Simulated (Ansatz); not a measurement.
Ansatz (a first-principles code) input:

Ansatz 0.2 input:
```yaml
crystal:
  periodic: [false, false, false]
  atoms:
    - {symbol: O, position_ang: [-0.00000000, -0.00000000, -0.10852476]}
    - {symbol: H, position_ang: [0.00000000, 0.00000000, 0.86819804]}
basis:
  gaussian:
    orbitals: def2-TZVP
hamiltonian:
  xc: b3lyp
  dispersion: d3bj
magnetization: {spin_polarized: true, initial_magnetization: 1}
phonons: {temperatures: {t_min: 298.15, t_max: 298.15, t_step: 100}}
```

Predict the final energy.

-75.76838 Eh (B3LYP-D3(BJ)/def2-TZVP). The basis has 37 functions.
